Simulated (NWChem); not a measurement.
**Correlation energy of N**

```
N
```
Charge 0, spin multiplicity 4.

The numbers come from NWChem runs, not from measurements.

Basis set: cc-pVDZ. Each correlation energy counts from its own Hartree-Fock reference.

The correlated methods keep 1 core orbital frozen. The stability of the SCF solutions was not checked. Open-shell Hartree-Fock references start from PBE0 orbitals. Coupled-cluster values serve here as a point of comparison, not as the truth.

Q: For the correlation energy, URI-MP2 gives -70.7 mHa and UMP2 gives -70.7 mHa. What do SCS-UMP2, CCSD on UHF, CCSD[T] on UHF give?

A: SCS-UMP2: -66.3 mHa; CCSD on UHF: -86.8 mHa; CCSD[T] on UHF: -87.4 mHa.
